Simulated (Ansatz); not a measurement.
## A ladder of methods for [AlH4]− (SMILES [H][Al-]([H])([H])[H])

The species is [AlH4]− (5 atoms), meant as a singlet with charge -1. As SMILES, `[H][Al-]([H])([H])[H]`. The shape comes from GFN2-xTB, which is rough for such elements, and wasn't checked as a minimum.

```xyz
5

Al   -0.0014   -0.0011    0.0000
H     0.0129   -0.0193    1.6271
H     1.5300    0.0130   -0.5529
H    -0.7739    1.3341   -0.5201
H    -0.7675   -1.3267   -0.5541
```

Each level gives the energy change with the Al1–H2 bond stretched from 1.627 to 4.068 Å (eV). The values are calculated.

```tsv
level	kind	program	value (eV)	less FCI/3-21G	CPU time (all runs)
HF/3-21G (restricted)	Hartree–Fock	Ansatz	4.08	+1.09	0.2 s
SVWN5/3-21G (restricted)	LDA	Ansatz	3.29	+0.30	1.2 s
PBE/3-21G (restricted)	GGA	Ansatz	3.17	+0.18	1.8 s
BHLYP/3-21G (restricted)	global hybrid	Ansatz	3.81	+0.82	1.7 s
PBE0/3-21G (restricted)	global hybrid	Ansatz	3.54	+0.55	1.8 s
wB97M-V/3-21G (restricted)	range-separated hybrid	Ansatz	3.87	+0.88	26 s
RPA@PBE/3-21G (restricted)	RPA	Ansatz	2.82	-0.17	3.3 s
MP2/3-21G (restricted)	perturbation theory	Ansatz	3.74	+0.75	0.25 s
CCSDT/3-21G (restricted)	coupled cluster or CI	Ansatz	2.99	0.00	0.67 s
FCI/3-21G	exact in the basis	Ansatz	2.99	0.00	23 s
```

FCI/3-21G is exact within its basis and frozen core, so for wave-function methods in that basis the difference is their error; functionals converge differently with the basis, so for them it is only a difference. A spin-restricted reference rises too steeply as a bond breaks; here HF/3-21G, BHLYP/3-21G, PBE0/3-21G, wB97M-V/3-21G, MP2/3-21G lie well above the multireference or unrestricted value. Sets without diffuse functions describe the anion poorly. The first shape isn't each level's own minimum. The values span 2.82 to 4.08 eV. All rows use very small basis sets, so none should be taken for the real molecule's value. CPU times are rough (shared hosts, several kinds of processor): they show what a rung costs within a factor of a few.
